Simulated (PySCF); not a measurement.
# Electric properties by functional and basis

Compound: 1-fluorobutane, C4H9F.
SMILES: `C(CF)CC`

PySCF, dipoles from the SCF density, polarisabilities from static response with core orbitals frozen. One conformer (not necessarily the lowest) at the PBE0-D3(BJ)/def2-SVP geometry, without solvent, vibrations or thermal averaging.

Q: Compare the levels for these properties.

A: 

```json
{"level": "LDA/def2-SVPD", "μ (D)": "1.739", "α (Å³)": "8.24", "anisotropy (Å³)": "1.77"}
{"level": "PBE/def2-SVPD", "μ (D)": "1.684", "α (Å³)": "8.12", "anisotropy (Å³)": "1.73"}
{"level": "B3LYP/def2-SVPD", "μ (D)": "1.785", "α (Å³)": "7.87", "anisotropy (Å³)": "1.57"}
{"level": "PBE0/def2-SVPD", "μ (D)": "1.774", "α (Å³)": "7.79", "anisotropy (Å³)": "1.59"}
{"level": "BHandHLYP/def2-SVPD", "μ (D)": "1.880", "α (Å³)": "7.58", "anisotropy (Å³)": "1.45"}
{"level": "CAM-B3LYP/def2-SVPD", "μ (D)": "1.836", "α (Å³)": "7.76", "anisotropy (Å³)": "1.49"}
{"level": "wB97X-D/def2-SVPD", "μ (D)": "1.797", "α (Å³)": "7.74", "anisotropy (Å³)": "1.50"}
{"level": "LC-wPBE/def2-SVPD", "μ (D)": "1.835", "α (Å³)": "7.57", "anisotropy (Å³)": "1.43"}
{"level": "HF/def2-SVPD", "μ (D)": "1.957", "α (Å³)": "7.29", "anisotropy (Å³)": "1.28"}
{"level": "PBE0/6-31G*", "μ (D)": "1.559", "α (Å³)": "6.55", "anisotropy (Å³)": "1.19"}
{"level": "PBE0/6-31+G*", "μ (D)": "1.843", "α (Å³)": "7.20", "anisotropy (Å³)": "1.30"}
{"level": "PBE0/def2-SVP", "μ (D)": "1.652", "α (Å³)": "6.75", "anisotropy (Å³)": "1.32"}
{"level": "PBE0/aug-cc-pVDZ", "μ (D)": "1.721", "α (Å³)": "7.96", "anisotropy (Å³)": "1.66"}
{"level": "PBE0/def2-TZVP", "μ (D)": "1.679", "α (Å³)": "7.58", "anisotropy (Å³)": "1.54"}
{"level": "PBE0/def2-TZVPD", "μ (D)": "1.716", "α (Å³)": "7.95", "anisotropy (Å³)": "1.66"}
```

The anisotropy is √(½[(α1 − α2)² + (α2 − α3)² + (α3 − α1)²]). The dipole runs from 1.56 D (PBE0/6-31G*) to 1.96 D (HF/def2-SVPD). No reference polarisability is at hand; against PBE0 in the largest diffuse basis at hand (def2-TZVPD) the other PBE0 rows deviate by 6-31G* -18%, 6-31+G* -9%, def2-SVP -15%, def2-SVPD -2%, aug-cc-pVDZ 0%, def2-TZVP -5%. In one basis (def2-SVPD) the functionals order the polarisability from HF (lowest) to LDA (highest), a spread of 13%. With PBE0 the polarisability is 6.96 Å³ without diffuse functions (mean of 6-31G*, def2-SVP and def2-TZVP) and 7.73 Å³ with them (mean of 6-31+G*, def2-SVPD, aug-cc-pVDZ and def2-TZVPD).
